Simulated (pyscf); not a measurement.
Optimised with ωB97X-D3(BJ)/def2-SVP in PySCF.

Task: H₂B–CH₃ + HCl -> H₃C–BH–Cl + H₂
Surface: singlet. Broken: B–H, Cl–H. Formed: B–Cl, H–H. Give ΔE‡ and ΔE from ωB97M-D3(BJ)/def2-TZVP, relative to the separated reactants.

Result: ΔE‡ = 0.35 eV, ΔE = -0.90 eV. Zero-point energy shifts the barrier by +0.09 eV. It is a concerted two-bond exchange, with an imaginary mode of 814i cm⁻¹. This saddle turned up in a search for another step; its sides and bond changes are read from the two ends of the descent. This is the saddle that the search found; another between the same sides may lie lower.
